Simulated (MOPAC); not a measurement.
MOPAC input (PM6):

```
PM6 FORCE THERMO(298,298) PRECISE LET GEO-OK AUX(PRECISION=9) THREADS=1
C3H4

C    -0.00000015 1   -0.00000015 1    0.00000023 1
C    -0.00525899 1   -0.00003520 1    1.32051296 1
C     0.00525929 1    0.00003551 1   -1.32051282 1
H    -0.01095187 1    0.90661832 1    1.90744546 1
H    -0.00424107 1   -0.90672131 1    1.90742371 1
H     0.91425843 1    0.00340656 1   -1.90382418 1
H    -0.89906600 1   -0.00330409 1   -1.91104625 1
```

Output:

```
 *******************************************************************************
 **                                                                           **
 **                              MOPAC v23.2.5                                **
 **                                                                           **
 *******************************************************************************
 ** MOPAC's Digital Object Identifier: https://doi.org/10.5281/zenodo.6511958 **
 **                                                                           **
 ** Please cite the open-source release paper for use of this MOPAC version:  **
 ** J. E. Moussa and J. J. P. Stewart (2026)                                  **
 ** MOPAC: An open-source semiempirical molecular orbital program             **
 ** J. Open Source Softw., 11(119), 8025, https://doi.org/10.21105/joss.08025 **
 *******************************************************************************

                              PM6 CALCULATION RESULTS

 *******************************************************************************
 *  PM6        - The PM6 Hamiltonian to be used
 *  GEO-OK     - OVERRIDE INTERATOMIC DISTANCE AND OTHER SAFETY CHECKS
 *  LET        - OVERRIDE SOME SAFETY CHECKS
 *  PRECISE    - TIGHTER CRITERIA TO BE USED
 *  FORCE      - FORCE CALCULATION SPECIFIED
 *  AUX        - OUTPUT AUXILIARY INFORMATION
 *  THERMO     - THERMODYNAMIC QUANTITIES TO BE CALCULATED
 *******************************************************************************
PM6 FORCE THERMO(298,298) PRECISE LET GEO-OK AUX(PRECISION=9) THREADS=1
 C3H4

   ATOM   CHEMICAL          X               Y               Z
  NUMBER   SYMBOL      (ANGSTROMS)     (ANGSTROMS)     (ANGSTROMS)

     1       C         -0.00000015  *  -0.00000015  *   0.00000023  *
     2       C         -0.00525899  *  -0.00003520  *   1.32051296  *
     3       C          0.00525929  *   0.00003551  *  -1.32051282  *
     4       H         -0.01095187  *   0.90661832  *   1.90744546  *
     5       H         -0.00424107  *  -0.90672131  *   1.90742371  *
     6       H          0.91425843  *   0.00340656  *  -1.90382418  *
     7       H         -0.89906600  *  -0.00330409  *  -1.91104625  *

          CARTESIAN COORDINATES

    NO.       ATOM           X           Y           Z

     1         C         -0.0000     -0.0000      0.0000
     2         C         -0.0053     -0.0000      1.3205
     3         C          0.0053      0.0000     -1.3205
     4         H         -0.0110      0.9066      1.9074
     5         H         -0.0042     -0.9067      1.9074
     6         H          0.9143      0.0034     -1.9038
     7         H         -0.8991     -0.0033     -1.9110

 General Reference for PM6:
 "Optimization of Parameters for Semiempirical Methods V: Modification of NDDO Approximations
 and Application to 70 Elements", J. J. P. Stewart, J. Mol. Mod., 13, 1173-1213 (2007)
 URL: https://link.springer.com/article/10.1007/s00894-007-0233-4

           Empirical Formula: C3 H4  =     7 atoms

      MOLECULAR POINT GROUP   :   D2d

      RHF CALCULATION, NO. OF DOUBLY OCCUPIED LEVELS = 8
[...]
 REDUCED MASS        0.2374         C 2 -- H 5         +20.8% ( 53.3%)      0.9%
 EFFECTIVE MASS      1.4401
 FORCE CONSTANT      0.2294

 VIBRATION         10    2A1         ATOM PAIR     ENERGY CONTRIBUTION    RADIAL
 FREQUENCY          2570.66         C 2 -- H 5         +19.3% ( 58.3%)     24.1%
 TRANSITION DIPOLE   0.0000         C 2 -- H 4         +19.3% ( 58.3%)     24.1%
 TRAVEL (Ang.)       0.1912         C 3 -- H 6         +19.3% ( 58.3%)     24.1%
 REDUCED MASS        0.7172         C 3 -- H 7         +19.3% ( 58.3%)     24.1%
 EFFECTIVE MASS      5.0409         C 1 -- C 2         +11.4% ( 44.9%)    100.0%
 FORCE CONSTANT      2.7925         C 1 -- C 3         +11.4% ( 44.9%)    100.0%

 VIBRATION         12    4E          ATOM PAIR     ENERGY CONTRIBUTION    RADIAL
 FREQUENCY          2725.70         C 3 -- H 6         +49.5% ( 72.4%)     98.5%
 TRANSITION DIPOLE   0.9002         C 3 -- H 7         +49.5% ( 72.4%)     98.5%
 TRAVEL (Ang.)       0.2205         C 1 -- C 3          +0.9% (  9.8%)      0.0%
 REDUCED MASS        0.5086
 EFFECTIVE MASS      1.4898
 FORCE CONSTANT      2.2265

 VIBRATION         13    2B2         ATOM PAIR     ENERGY CONTRIBUTION    RADIAL
 FREQUENCY          2774.73         C 2 -- H 5         +24.2% ( 49.5%)     97.7%
 TRANSITION DIPOLE   1.3203         C 3 -- H 7         +24.2% ( 49.5%)     97.7%
 TRAVEL (Ang.)       0.3181         C 3 -- H 6         +24.2% ( 49.5%)     97.7%
 REDUCED MASS        0.2402         C 2 -- H 4         +24.2% ( 49.5%)     97.7%
 EFFECTIVE MASS      1.1852
 FORCE CONSTANT      1.0897

 VIBRATION         14    3A1         ATOM PAIR     ENERGY CONTRIBUTION    RADIAL
 FREQUENCY          3071.84         C 3 -- H 7         +18.1% ( 63.0%)     58.7%
 TRANSITION DIPOLE   0.0000         C 2 -- H 5         +18.1% ( 63.0%)     58.7%
 TRAVEL (Ang.)       0.0882         C 3 -- H 6         +18.1% ( 63.0%)     58.7%
 REDUCED MASS        2.8240         C 2 -- H 4         +18.1% ( 63.0%)     58.7%
 EFFECTIVE MASS      8.1225         C 1 -- C 2         +13.9% ( 55.2%)    100.0%
 FORCE CONSTANT     15.7007         C 1 -- C 3         +13.9% ( 55.2%)    100.0%

 VIBRATION         15    3B2         ATOM PAIR     ENERGY CONTRIBUTION    RADIAL
 FREQUENCY          4914.18         C 1 -- C 3         +43.0% ( 85.1%)    100.0%
 TRANSITION DIPOLE   3.7646         C 1 -- C 2         +43.0% ( 85.1%)    100.0%
 TRAVEL (Ang.)       0.0479         C 2 -- H 4          +3.5% ( 24.2%)     31.6%
 REDUCED MASS        5.9827         C 3 -- H 7          +3.5% ( 24.2%)     31.6%
 EFFECTIVE MASS     12.0054
 FORCE CONSTANT     85.1237

      SYMMETRY NUMBER FOR POINT-GROUP D2d =  4

          SYSTEM IS A GROUND STATE

 C3H4

          MOLECULE IS NOT LINEAR

          THERE ARE 15 GENUINE VIBRATIONS IN THIS SYSTEM
          THIS THERMODYNAMICS CALCULATION IS LIMITED TO
          MOLECULES WHICH HAVE NO INTERNAL ROTATIONS

                    CALCULATED THERMODYNAMIC PROPERTIES
                                          *
   TEMP. (K)   PARTITION FUNCTION   H.O.F.    ENTHALPY  HEAT CAPACITY ENTROPY
                                   KCAL/MOL   CAL/MOLE    CAL/K/MOL  CAL/K/MOL

 298.00  VIB.     0.1609D+01                   637.6220     5.9396     3.0849
         ROT.     0.2022D+04                   888.2803     2.9808    18.1075
         INT.     0.3254D+04                  1525.9023     8.9204    21.1924
         TRA.     0.2452D+27                  1480.4672     4.9680    36.9893
         TOT.                       38.630    3006.3695    13.8884    58.1817

   *: NOTE: HEATS OF FORMATION ARE RELATIVE TO THE
            ELEMENTS IN THEIR STANDARD STATE AT 298K
              (=  Standard Enthalpy of Formation).

            Hvib:  Zero-point energy is not included.
                   frequencies of less than zero cm-1 are not included.
            Hrot = (3/2)RT
            Htra = (3/2)RT + pV = (5/2)RT

            Heat capacity is Cp, not Cv

          For more information, see: HTTP://OpenMOPAC.net/Manual/thermochemistry.html

           FORCE CONSTANT IN CARTESIAN COORDINATES (Millidynes/A)

    ATOM   CHEMICAL       X               Y               Z
   NUMBER   SYMBOL  FORCE CONSTANT  FORCE CONSTANT  FORCE CONSTANT

      1       C      114.641209        1.577323        1.577323
      2       C       59.571310        5.992356        1.734226
      3       C       59.571310        1.734226        5.992356
      4       H        1.827663        3.041195        0.293225
      5       H        1.827665        3.041193        0.293225
      6       H        1.827664        0.293225        3.041194
      7       H        1.827664        0.293225        3.041194

 **********************
 *                    *
 * JOB ENDED NORMALLY *
 *                    *
 **********************

 == MOPAC DONE ==
```
